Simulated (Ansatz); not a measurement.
# BNH (quartet): RPA-PBE over a scan of the distance B1–H3, cc-pVDZ

How well do these functionals follow the top wave-function level for BNH (quartet) over a scan of the distance B1–H3?

Method: cc-pVDZ, all electrons in the functionals, frozen cores in the correlation of double hybrids and RPA; program: Ansatz 0.2.0, Gaussian basis.

To be run: RPA-PBE, at 0.951 Å; 1.061 Å; 1.206 Å; 1.319 Å; 1.460 Å; 1.653 Å; 1.898 Å; 2.188 Å; 2.645 Å; 3.232 Å; 4.040 Å.

19 further runs of the same task are left out: 2 for a known fault of the program, 1 for a mislabelled method, 14 that didn't finish, 2 set aside as unsound or not needed.

### 1 What is computed

The geometry derives from a PBE0/def2-TZVP stationary point (not a proven minimum). One bond is set to the value named and the two fragments are kept rigid.

3 atoms, charge 0, spin multiplicity 4.

Atoms are counted from 1 here; the program's logs count them from 0.

Bond lengths: B1–N2 1.503 Å, B1–H3 1.206 Å. Angles: N2–B1–H3 117.0°.

No dispersion term is added.

The geometry shown and the zero of energy belong to the point 1.206 Å. The yardstick, UCCSDT(Q), and other wave-function levels (R restricted, U unrestricted, valence and pair active spaces) come from earlier runs.

### 2 RPA-PBE, 0.951 Å

Input file in.yaml:

```yaml
crystal:
  periodic: [false, false, false]
  atoms:
    - {symbol: B, position_ang: [0.000000, -0.177334, 0.779019]}
    - {symbol: N, position_ang: [0.000000, 0.095319, -0.698970]}
    - {symbol: H, position_ang: [0.000000, 0.577479, 1.357515]}
basis:
  gaussian: {orbitals: cc-pVDZ}
magnetization: {spin_polarized: true, initial_magnetization: 3}
hamiltonian: {xc: {name: PBE}}
correlation: {method: rpa, electrons: outside_noble_gas}
```

On the command line:

```console
$ ansatz run in.yaml --threads 1 --pin off --events-out ev --progress --plain --max-ram 2393MiB
```

Standard output:

```text
Functional definition: PBE
  name "PBE"
  cite "Perdew, Burke & Ernzerhof, Phys. Rev. Lett. 77, 3865 (1996) doi:10.1103/PhysRevLett.77.3865"
  parent pbe
  parameter kappa = 0.804
  parameter beta = 0.06672455060314922
  exchange = pbe_x(kappa = kappa, mu = beta*pi^2/3)
  correlation = pbe_c(beta = beta)
311 factors; integrals over basis functions are off by at most 9.2e-4 eV
mean field evaluation 1: about -2170.8965 eV, gradient 1.3e1 eV
mean field evaluation 2: about -2170.8935 eV, gradient 1.3e1 eV
mean field evaluation 4: about -2171.8790 eV, gradient 3.3e0 eV
mean field evaluation 8: about -2171.9410 eV, gradient 9.8e-3 eV
mean field evaluation 16: about -2171.9410 eV, gradient 5.6e-6 eV
mean field evaluation 32: about -2170.3300 eV, gradient 7.9e0 eV
mean field -2171.94103642 eV, -79.8173608940 hartree, gradient 5.6e-6 eV, S^2 3.753205; 6 other end points of the search recorded, 0 dependent functions left out
2 core orbitals not correlated: weight in the atoms' cores, before any rotation towards them, 1.000 or more for the frozen orbitals, at most 0.000 for the correlated occupied ones
reference -2163.78959193 eV, -79.5178008342 hartree; 6, 3 occupied and 25, 28 virtual orbitals, 311 factors
Total energy: -2172.04603346 eV, -79.8212194638 hartree
```

It took 1.6 s on 1 thread of Arm Neoverse V1, shared host.

From the report: ⟨S²⟩ of the determinant 3.753 (pure quartet: 3.75).

### 3 RPA-PBE, 1.061 Å

Input file in.yaml:

```yaml
crystal:
  periodic: [false, false, false]
  atoms:
    - {symbol: B, position_ang: [0.000000, -0.180742, 0.776407]}
    - {symbol: N, position_ang: [0.000000, 0.091911, -0.701582]}
    - {symbol: H, position_ang: [0.000000, 0.661379, 1.421817]}
basis:
  gaussian: {orbitals: cc-pVDZ}
magnetization: {spin_polarized: true, initial_magnetization: 3}
hamiltonian: {xc: {name: PBE}}
correlation: {method: rpa, electrons: outside_noble_gas}
```

The command is unchanged.

Standard output, cut to the lines that bear on the results:

```text
Functional definition: PBE
  name "PBE"
  cite "Perdew, Burke & Ernzerhof, Phys. Rev. Lett. 77, 3865 (1996) doi:10.1103/PhysRevLett.77.3865"
  parent pbe
[...]
311 factors; integrals over basis functions are off by at most 1.0e-3 eV
[...]
mean field -2172.88490751 eV, -79.8520475168 hartree, gradient 2.4e-6 eV, S^2 3.753180; 5 other end points of the search recorded, 0 dependent functions left out
2 core orbitals not correlated: weight in the atoms' cores, before any rotation towards them, 1.000 or more for the frozen orbitals, at most 0.000 for the correlated occupied ones
reference -2164.68989925 eV, -79.5508865179 hartree; 6, 3 occupied and 25, 28 virtual orbitals, 311 factors
Total energy: -2173.00637811 eV, -79.8565114790 hartree
```

Run time: 1.4 s. Hardware: 1 thread of Arm Neoverse V1, shared host.

From the report: ⟨S²⟩ of the determinant 3.753 (pure quartet: 3.75).

### 4 RPA-PBE, 1.206 Å

Input file in.yaml:

```yaml
crystal:
  periodic: [false, false, false]
  atoms:
    - {symbol: B, position_ang: [0.000000, -0.185227, 0.772970]}
    - {symbol: N, position_ang: [0.000000, 0.087426, -0.705019]}
    - {symbol: H, position_ang: [0.000000, 0.771807, 1.506451]}
basis:
  gaussian: {orbitals: cc-pVDZ}
magnetization: {spin_polarized: true, initial_magnetization: 3}
hamiltonian: {xc: {name: PBE}}
correlation: {method: rpa, electrons: outside_noble_gas}
```

Same command.

Standard output, cut to the lines that bear on the results:

```text
Functional definition: PBE
  name "PBE"
  cite "Perdew, Burke & Ernzerhof, Phys. Rev. Lett. 77, 3865 (1996) doi:10.1103/PhysRevLett.77.3865"
  parent pbe
[...]
312 factors; integrals over basis functions are off by at most 9.0e-4 eV
[...]
mean field -2173.27939889 eV, -79.8665448074 hartree, gradient 2.9e-6 eV, S^2 3.753144; 6 other end points of the search recorded, 0 dependent functions left out
2 core orbitals not correlated: weight in the atoms' cores, before any rotation towards them, 1.000 or more for the frozen orbitals, at most 0.000 for the correlated occupied ones
reference -2164.98071970 eV, -79.5615739724 hartree; 6, 3 occupied and 25, 28 virtual orbitals, 312 factors
Total energy: -2173.40012845 eV, -79.8709815370 hartree
```

Wall time 1.5 s (1 thread of Arm Neoverse V1, shared host).

From the report: ⟨S²⟩ of the determinant 3.753 (pure quartet: 3.75).

### 5 RPA-PBE, 1.319 Å

Input file in.yaml:

```yaml
crystal:
  periodic: [false, false, false]
  atoms:
    - {symbol: B, position_ang: [0.000000, -0.188734, 0.770282]}
    - {symbol: N, position_ang: [0.000000, 0.083919, -0.707707]}
    - {symbol: H, position_ang: [0.000000, 0.858162, 1.572634]}
basis:
  gaussian: {orbitals: cc-pVDZ}
magnetization: {spin_polarized: true, initial_magnetization: 3}
hamiltonian: {xc: {name: PBE}}
correlation: {method: rpa, electrons: outside_noble_gas}
```

The command is unchanged.

Standard output, cut to the lines that bear on the results:

```text
Functional definition: PBE
  name "PBE"
  cite "Perdew, Burke & Ernzerhof, Phys. Rev. Lett. 77, 3865 (1996) doi:10.1103/PhysRevLett.77.3865"
  parent pbe
[...]
312 factors; integrals over basis functions are off by at most 9.9e-4 eV
[...]
mean field -2173.22264405 eV, -79.8644591057 hartree, gradient 3.6e-6 eV, S^2 3.753199; 3 other end points of the search recorded, 0 dependent functions left out
2 core orbitals not correlated: weight in the atoms' cores, before any rotation towards them, 1.000 or more for the frozen orbitals, at most 0.000 for the correlated occupied ones
reference -2164.81318590 eV, -79.5554172186 hartree; 6, 3 occupied and 25, 28 virtual orbitals, 312 factors
Total energy: -2173.33032040 eV, -79.8684161386 hartree
```

Wall time 0.87 s (1 thread of Arm Neoverse V1, shared host).

From the report: ⟨S²⟩ of the determinant 3.753 (pure quartet: 3.75).

From 1.206 Å: +0.070 eV.

### 6 RPA-PBE, 1.460 Å

Input file in.yaml:

```yaml
crystal:
  periodic: [false, false, false]
  atoms:
    - {symbol: B, position_ang: [0.000000, -0.193102, 0.766934]}
    - {symbol: N, position_ang: [0.000000, 0.079551, -0.711055]}
    - {symbol: H, position_ang: [0.000000, 0.965707, 1.655058]}
basis:
  gaussian: {orbitals: cc-pVDZ}
magnetization: {spin_polarized: true, initial_magnetization: 3}
hamiltonian: {xc: {name: PBE}}
correlation: {method: rpa, electrons: outside_noble_gas}
```

The command is unchanged.

Standard output, cut to the lines that bear on the results:

```text
Functional definition: PBE
  name "PBE"
  cite "Perdew, Burke & Ernzerhof, Phys. Rev. Lett. 77, 3865 (1996) doi:10.1103/PhysRevLett.77.3865"
  parent pbe
[...]
312 factors; integrals over basis functions are off by at most 1.3e-3 eV
[...]
mean field -2172.93551272 eV, -79.8539072238 hartree, gradient 9.7e-6 eV, S^2 3.753695; 6 other end points of the search recorded, 0 dependent functions left out
2 core orbitals not correlated: weight in the atoms' cores, before any rotation towards them, 1.000 or more for the frozen orbitals, at most 0.000 for the correlated occupied ones
reference -2164.35397635 eV, -79.5385415791 hartree; 6, 3 occupied and 25, 28 virtual orbitals, 312 factors
Total energy: -2173.01534737 eV, -79.8568410931 hartree
```

It took 1.6 s on 1 thread of Arm Neoverse V1, shared host.

From the report: ⟨S²⟩ of the determinant 3.754 (pure quartet: 3.75).

From 1.206 Å: +0.385 eV.

### 7 RPA-PBE, 1.653 Å

Input file in.yaml:

```yaml
crystal:
  periodic: [false, false, false]
  atoms:
    - {symbol: B, position_ang: [0.000000, -0.199080, 0.762352]}
    - {symbol: N, position_ang: [0.000000, 0.073573, -0.715637]}
    - {symbol: H, position_ang: [0.000000, 1.112913, 1.767878]}
basis:
  gaussian: {orbitals: cc-pVDZ}
magnetization: {spin_polarized: true, initial_magnetization: 3}
hamiltonian: {xc: {name: PBE}}
correlation: {method: rpa, electrons: outside_noble_gas}
```

The command is unchanged.

Standard output, cut to the lines that bear on the results:

```text
Functional definition: PBE
  name "PBE"
  cite "Perdew, Burke & Ernzerhof, Phys. Rev. Lett. 77, 3865 (1996) doi:10.1103/PhysRevLett.77.3865"
  parent pbe
[...]
313 factors; integrals over basis functions are off by at most 1.1e-3 eV
[...]
mean field -2172.40495328 eV, -79.8344095240 hartree, gradient 3.8e-6 eV, S^2 3.756888; 5 other end points of the search recorded, 0 dependent functions left out
2 core orbitals not correlated: weight in the atoms' cores, before any rotation towards them, 1.000 or more for the frozen orbitals, at most 0.000 for the correlated occupied ones
reference -2163.52585740 eV, -79.5081087688 hartree; 6, 3 occupied and 25, 28 virtual orbitals, 313 factors
Total energy: -2172.43332082 eV, -79.8354520118 hartree
```

It took 1.4 s on 1 thread of Arm Neoverse V1, shared host.

From the report: ⟨S²⟩ of the determinant 3.757 (pure quartet: 3.75).

From 1.206 Å: +0.967 eV.

### 8 RPA-PBE, 1.898 Å

Input file in.yaml:

```yaml
crystal:
  periodic: [false, false, false]
  atoms:
    - {symbol: B, position_ang: [0.000000, -0.206670, 0.756536]}
    - {symbol: N, position_ang: [0.000000, 0.065983, -0.721453]}
    - {symbol: H, position_ang: [0.000000, 1.299781, 1.911096]}
basis:
  gaussian: {orbitals: cc-pVDZ}
magnetization: {spin_polarized: true, initial_magnetization: 3}
hamiltonian: {xc: {name: PBE}}
correlation: {method: rpa, electrons: outside_noble_gas}
```

Launched as before.

Standard output, cut to the lines that bear on the results:

```text
Functional definition: PBE
  name "PBE"
  cite "Perdew, Burke & Ernzerhof, Phys. Rev. Lett. 77, 3865 (1996) doi:10.1103/PhysRevLett.77.3865"
  parent pbe
[...]
314 factors; integrals over basis functions are off by at most 1.5e-3 eV
[...]
mean field -2171.78859774 eV, -79.8117588756 hartree, gradient 8.5e-6 eV, S^2 3.771355; 6 other end points of the search recorded, 0 dependent functions left out
2 core orbitals not correlated: weight in the atoms' cores, before any rotation towards them, 1.000 or more for the frozen orbitals, at most 0.000 for the correlated occupied ones
reference -2162.45333259 eV, -79.4686942093 hartree; 6, 3 occupied and 25, 28 virtual orbitals, 314 factors
Total energy: -2171.75624047 eV, -79.8105697681 hartree
```

It took 1.6 s on 1 thread of Arm Neoverse V1, shared host.

From the report: ⟨S²⟩ of the determinant 3.771 (pure quartet: 3.75).

From 1.206 Å: +1.644 eV.

### 9 RPA-PBE, 2.188 Å

Input file in.yaml:

```yaml
crystal:
  periodic: [false, false, false]
  atoms:
    - {symbol: B, position_ang: [0.000000, -0.215653, 0.749651]}
    - {symbol: N, position_ang: [0.000000, 0.057000, -0.728338]}
    - {symbol: H, position_ang: [0.000000, 1.520972, 2.080619]}
basis:
  gaussian: {orbitals: cc-pVDZ}
magnetization: {spin_polarized: true, initial_magnetization: 3}
hamiltonian: {xc: {name: PBE}}
correlation: {method: rpa, electrons: outside_noble_gas}
```

Same command.

Standard output, cut to the lines that bear on the results:

```text
Functional definition: PBE
  name "PBE"
  cite "Perdew, Burke & Ernzerhof, Phys. Rev. Lett. 77, 3865 (1996) doi:10.1103/PhysRevLett.77.3865"
  parent pbe
[...]
312 factors; integrals over basis functions are off by at most 1.5e-3 eV
[...]
mean field -2171.38475360 eV, -79.7969178774 hartree, gradient 3.3e-6 eV, S^2 3.781077; 10 other end points of the search recorded, 0 dependent functions left out
2 core orbitals not correlated: weight in the atoms' cores, before any rotation towards them, 1.000 or more for the frozen orbitals, at most 0.000 for the correlated occupied ones
reference -2161.63614722 eV, -79.4386632009 hartree; 6, 3 occupied and 25, 28 virtual orbitals, 312 factors
Total energy: -2171.37786457 eV, -79.7966647103 hartree
```

Wall time 2.5 s (1 thread of Arm Neoverse V1, shared host).

From the report: ⟨S²⟩ of the determinant 3.781 (pure quartet: 3.75).

From 1.206 Å: +2.022 eV.

### 10 RPA-PBE, 2.645 Å

Input file in.yaml:

```yaml
crystal:
  periodic: [false, false, false]
  atoms:
    - {symbol: B, position_ang: [0.000000, -0.229810, 0.738801]}
    - {symbol: N, position_ang: [0.000000, 0.042843, -0.739188]}
    - {symbol: H, position_ang: [0.000000, 1.869539, 2.347764]}
basis:
  gaussian: {orbitals: cc-pVDZ}
magnetization: {spin_polarized: true, initial_magnetization: 3}
hamiltonian: {xc: {name: PBE}}
correlation: {method: rpa, electrons: outside_noble_gas}
```

Same command.

Standard output, cut to the lines that bear on the results:

```text
Functional definition: PBE
  name "PBE"
  cite "Perdew, Burke & Ernzerhof, Phys. Rev. Lett. 77, 3865 (1996) doi:10.1103/PhysRevLett.77.3865"
  parent pbe
[...]
311 factors; integrals over basis functions are off by at most 9.8e-4 eV
[...]
mean field -2171.30196219 eV, -79.7938753490 hartree, gradient 4.8e-6 eV, S^2 3.756364; 9 other end points of the search recorded, 0 dependent functions left out
2 core orbitals not correlated: weight in the atoms' cores, before any rotation towards them, 1.000 or more for the frozen orbitals, at most 0.000 for the correlated occupied ones
reference -2161.52881744 eV, -79.4347189039 hartree; 6, 3 occupied and 25, 28 virtual orbitals, 311 factors
Total energy: -2171.43905356 eV, -79.7989133642 hartree
```

Run time: 3 s. Hardware: 1 thread of Arm Neoverse V1, shared host.

From the report: ⟨S²⟩ of the determinant 3.756 (pure quartet: 3.75).

From 1.206 Å: +1.961 eV.

### 11 RPA-PBE, 3.232 Å

Input file in.yaml:

```yaml
crystal:
  periodic: [false, false, false]
  atoms:
    - {symbol: B, position_ang: [0.000000, -0.247993, 0.724865]}
    - {symbol: N, position_ang: [0.000000, 0.024660, -0.753124]}
    - {symbol: H, position_ang: [0.000000, 2.317259, 2.690902]}
basis:
  gaussian: {orbitals: cc-pVDZ}
magnetization: {spin_polarized: true, initial_magnetization: 3}
hamiltonian: {xc: {name: PBE}}
correlation: {method: rpa, electrons: outside_noble_gas}
```

Same command.

Standard output, cut to the lines that bear on the results:

```text
Functional definition: PBE
  name "PBE"
  cite "Perdew, Burke & Ernzerhof, Phys. Rev. Lett. 77, 3865 (1996) doi:10.1103/PhysRevLett.77.3865"
  parent pbe
[...]
312 factors; integrals over basis functions are off by at most 9.9e-4 eV
[...]
mean field -2171.33734072 eV, -79.7951754861 hartree, gradient 2.2e-6 eV, S^2 3.753158; 9 other end points of the search recorded, 0 dependent functions left out
2 core orbitals not correlated: weight in the atoms' cores, before any rotation towards them, 1.000 or more for the frozen orbitals, at most 0.000 for the correlated occupied ones
reference -2161.63226349 eV, -79.4385204761 hartree; 6, 3 occupied and 25, 28 virtual orbitals, 312 factors
Total energy: -2171.52563066 eV, -79.8020950139 hartree
```

It took 4.4 s on 1 thread of Arm Neoverse V1, shared host.

From the report: ⟨S²⟩ of the determinant 3.753 (pure quartet: 3.75).

From 1.206 Å: +1.874 eV.

### 12 RPA-PBE, 4.040 Å

Input file in.yaml:

```yaml
crystal:
  periodic: [false, false, false]
  atoms:
    - {symbol: B, position_ang: [0.000000, -0.273023, 0.705682]}
    - {symbol: N, position_ang: [0.000000, -0.000370, -0.772307]}
    - {symbol: H, position_ang: [0.000000, 2.933543, 3.163228]}
basis:
  gaussian: {orbitals: cc-pVDZ}
magnetization: {spin_polarized: true, initial_magnetization: 3}
hamiltonian: {xc: {name: PBE}}
correlation: {method: rpa, electrons: outside_noble_gas}
```

Launched as before.

Standard output, cut to the lines that bear on the results:

```text
Functional definition: PBE
  name "PBE"
  cite "Perdew, Burke & Ernzerhof, Phys. Rev. Lett. 77, 3865 (1996) doi:10.1103/PhysRevLett.77.3865"
  parent pbe
[...]
312 factors; integrals over basis functions are off by at most 9.9e-4 eV
[...]
mean field -2171.34450652 eV, -79.7954388244 hartree, gradient 7.0e-11 eV, S^2 3.752978; 8 other end points of the search recorded, 0 dependent functions left out
2 core orbitals not correlated: weight in the atoms' cores, before any rotation towards them, 1.000 or more for the frozen orbitals, at most 0.000 for the correlated occupied ones
reference -2161.65962107 eV, -79.4395258487 hartree; 6, 3 occupied and 25, 28 virtual orbitals, 312 factors
Total energy: -2171.54652173 eV, -79.8028627465 hartree
```

Run time: 7.5 s. Hardware: 1 thread of Arm Neoverse V1, shared host.

From the report: ⟨S²⟩ of the determinant 3.753 (pure quartet: 3.75).

From 1.206 Å: +1.854 eV.

### 13 The comparison

The yardstick is UCCSDT(Q), where the cluster series has nearly closed. It comes from earlier runs at the same points. Energies in eV, counted from 1.206 Å; blanks weren't run or aren't comparable.

```csv
level,0.951 Å,1.061 Å,1.206 Å,1.319 Å,1.460 Å,1.653 Å,1.898 Å,2.188 Å,2.645 Å,3.232 Å,4.040 Å
UCCSDT(Q),1.322,0.375,0.000,0.082,0.407,0.992,1.661,2.061,2.052,1.971,1.954
RPA-PBE,1.354,0.394,0.000,0.070,0.385,0.967,1.644,2.022,1.961,1.874,1.854
```

Largest miss and mean time a point (UCCSDT(Q) took 12 s a point; shared hosts):

```csv
level,largest miss (eV),where,time a point
RPA-PBE,-0.100,4.040 Å,2.5 s
```

### 14 What came out

```
                   quantity                value
span of the UCCSDT(Q) curve             2.061 eV
      largest miss, RPA-PBE  -0.100 eV (4.040 Å)
```

RPA-PBE strays by up to 0.100 eV, at 4.040 Å. Functionals and the yardstick converge differently with the basis, so part of each miss in cc-pVDZ is the basis.
